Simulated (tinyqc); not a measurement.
Inside a calculation. Method: UHF in the sto-3g basis, for H2O, spin multiplicity 3. This run ends on a higher stationary point, not on the lowest solution. One step of it, computed by the program tinyqc.

Task: Iteration 2: diagonalisation and new density. Diagonalise F' = X^T F X, C = X C', fill 6 alpha and 4 beta electrons from the bottom; D(s) = C_occ C_occ^T. Each column has its largest component positive (the first on a tie).

extrapolated F(alpha) (hartree), lower triangle:
```
             1O 1s      1O 2s     1O 2px     1O 2py     1O 2pz      2H 1s      3H 1s
1O 1s   -20.336491
1O 2s    -5.212369  -2.626755
1O 2px    0.000000   0.000000  -0.590396
1O 2py    0.000000   0.000000   0.000000  -0.709603
1O 2pz   -0.025638  -0.106889   0.000000   0.000000  -0.463942
2H 1s    -1.330891  -1.148025   0.000000  -0.410729  -0.353314  -0.722823
3H 1s    -1.330891  -1.148025   0.000000   0.410729  -0.353314  -0.399987  -0.722823
```

extrapolated F(beta) (hartree), lower triangle:
```
             1O 1s      1O 2s    1O 2px     1O 2py     1O 2pz      2H 1s      3H 1s
1O 1s   -20.293851
1O 2s    -5.155665  -2.393666
1O 2px    0.000000   0.000000  0.307875
1O 2py    0.000000   0.000000  0.000000  -0.432751
1O 2pz   -0.028525  -0.142494  0.000000   0.000000  -0.453850
2H 1s    -1.317901  -1.071487  0.000000  -0.433844  -0.320792  -0.524908
3H 1s    -1.317901  -1.071487  0.000000   0.433844  -0.320792  -0.382594  -0.524908
```

X:
```
                1          2          3         4          5          6         7
1O 1s   -0.300172   0.000000   0.770377  0.000000  -0.603340   0.000000  0.155937
1O 2s    1.262229   0.000000  -0.254945  0.000000  -0.254120   0.000000  0.434410
1O 2px   0.000000   0.000000   0.000000  1.000000   0.000000   0.000000  0.000000
1O 2py   0.000000   1.012480   0.000000  0.000000   0.000000   0.664910  0.000000
1O 2pz   0.484529   0.000000   0.638312  0.000000   0.686398   0.000000  0.165368
2H 1s   -0.785361  -0.904759  -0.155192  0.000000   0.122827   0.372037  0.370303
3H 1s   -0.785361   0.904759  -0.155192  0.000000   0.122827  -0.372037  0.370303
```

Give: F' = X^T F X; orbital energies; coefficients C; F' = X^T F X; orbital energies; coefficients C; D(alpha) after iteration 2; D(beta) after iteration 2.

Result:

F' = X^T F X (alpha) (hartree), lower triangle:
```
         1        2        3        4        5        6        7
1   0.1501
2   0.0000   0.2490
3   1.4698   0.0000  -9.8314
4   0.0000   0.0000   0.0000  -0.5904
5  -0.9114   0.0000   8.8729   0.0000  -8.9461
6   0.0000  -0.0756   0.0000   0.0000   0.0000  -0.8095
7   0.0327   0.0000  -4.1124   0.0000   4.0369   0.0000  -3.1663
```

orbital energies (alpha) (hartree): MO1 -20.3467, MO2 -1.4165, MO3 -0.8149, MO4 -0.5904, MO5 -0.5609, MO6 0.2544, MO7 0.5305

coefficients C (alpha):
```
            MO1      MO2      MO3     MO4      MO5      MO6      MO7
1O 1s    0.9936  -0.2410   0.0000  0.0000   0.0892   0.0000  -0.1366
1O 2s    0.0296   0.8669   0.0000  0.0000  -0.4915   0.0000   0.9579
1O 2px   0.0000   0.0000   0.0000  1.0000   0.0000   0.0000   0.0000
1O 2py   0.0000   0.0000   0.7350  0.0000   0.0000   0.9628   0.0000
1O 2pz   0.0043   0.1061   0.0000  0.0000   0.8141   0.0000   0.6831
2H 1s   -0.0071   0.1322   0.3069  0.0000   0.2746  -0.9289  -0.8367
3H 1s   -0.0071   0.1322  -0.3069  0.0000   0.2746   0.9289  -0.8367
```

F' = X^T F X (beta) (hartree), lower triangle:
```
         1        2        3       4        5        6        7
1   0.3668
2   0.0000   0.9131
3   1.4238   0.0000  -9.7969
4   0.0000   0.0000   0.0000  0.3079
5  -1.0461   0.0000   8.8779  0.0000  -8.8745
6   0.0000  -0.0004   0.0000  0.0000   0.0000  -0.6600
7   0.0394   0.0000  -4.1533  0.0000   4.0080   0.0000  -2.9993
```

orbital energies (beta) (hartree): MO1 -20.3017, MO2 -1.2308, MO3 -0.6600, MO4 -0.4660, MO5 0.3079, MO6 0.6947, MO7 0.9131

coefficients C (beta):
```
            MO1      MO2      MO3      MO4     MO5      MO6      MO7
1O 1s    0.9944  -0.2306   0.0000   0.0887  0.0000  -0.1482   0.0000
1O 2s    0.0257   0.8228   0.0000  -0.4339  0.0000   1.0225   0.0000
1O 2px   0.0000   0.0000   0.0000   0.0000  1.0000   0.0000   0.0000
1O 2py   0.0000   0.0000   0.6652   0.0000  0.0000   0.0000   1.0123
1O 2pz   0.0040   0.1672   0.0000   0.8822  0.0000   0.5784   0.0000
2H 1s   -0.0061   0.1559   0.3718   0.1573  0.0000  -0.8625  -0.9048
3H 1s   -0.0061   0.1559  -0.3718   0.1573  0.0000  -0.8625   0.9048
```

D(alpha) after iteration 2, lower triangle:
```
          1O 1s    1O 2s  1O 2px   1O 2py  1O 2pz    2H 1s   3H 1s
1O 1s    1.0533
1O 2s   -0.2234   0.9940
1O 2px   0.0000   0.0000  1.0000
1O 2py   0.0000   0.0000  0.0000   1.4672
1O 2pz   0.0513  -0.3081  0.0000   0.0000  0.6740
2H 1s   -0.0145  -0.0206  0.0000  -0.6687  0.2376   1.0500
3H 1s   -0.0145  -0.0206  0.0000   0.6687  0.2376  -0.8640  1.0500
```

D(beta) after iteration 2, lower triangle:
```
          1O 1s    1O 2s  1O 2px   1O 2py  1O 2pz    2H 1s   3H 1s
1O 1s    1.0499
1O 2s   -0.2027   0.8660
1O 2px   0.0000   0.0000  0.0000
1O 2py   0.0000   0.0000  0.0000   0.4424
1O 2pz   0.0437  -0.2451  0.0000   0.0000  0.8062
2H 1s   -0.0280   0.0599  0.0000   0.2473  0.1648   0.1874
3H 1s   -0.0280   0.0599  0.0000  -0.2473  0.1648  -0.0891  0.1874
```
